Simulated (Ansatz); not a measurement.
This geometry of BH3O + H2S (8 atoms, charge 0, multiplicity 1) is a first-order saddle point.

Level of theory: RKS PBE0-D4/def2-SVP (Ansatz 0.2.0).

```xyz
8
Properties=species:S:1:pos:R:3
B 0.084 0.228 0.286
O -0.232 -0.255 1.690
H -1.076 -0.721 1.708
H 1.229 0.037 -0.048
H -0.804 0.025 -0.516
S -0.102 2.218 0.821
H 1.167 2.409 1.247
H -0.373 1.086 1.833
```

(1) Which two structures does it join? (They come from a converged band through this point; their orientation in space is the band's.)

(2) How far does it lie above each of them?

Answers

(1) Bonds broken: S6–H8. Bonds formed: B1–S6, O2–H8. BH3O + H2S becomes BH5OS.

Image 0:

```xyz
8
Properties=species:S:1:pos:R:3
B -0.004 -0.244 0.277
O -0.454 -0.939 1.347
H -1.404 -1.087 1.319
H 1.191 -0.056 0.222
H -0.745 0.061 -0.635
S -0.160 2.562 1.371
H 0.998 2.732 0.697
H 0.471 1.999 2.423
```

Image 8:

```xyz
8
Properties=species:S:1:pos:R:3
B 0.082 0.461 0.233
O -0.217 -0.249 1.756
H -1.056 -0.729 1.716
H 1.183 0.068 -0.070
H -0.858 0.080 -0.435
S -0.066 2.295 0.608
H 1.219 2.536 0.946
H -0.395 0.566 2.265
```

(2) 0.71 eV above the first and 0.56 eV above the second. This is the barrier of this one path; another mechanism may lie lower. The orbitals stay closed-shell, which can raise the energy where a bond breaks towards radicals; this wasn't checked here.

The run took 4.1 min on 1 thread of Arm Neoverse V1, on a shared host, peak memory 0.13 GiB.
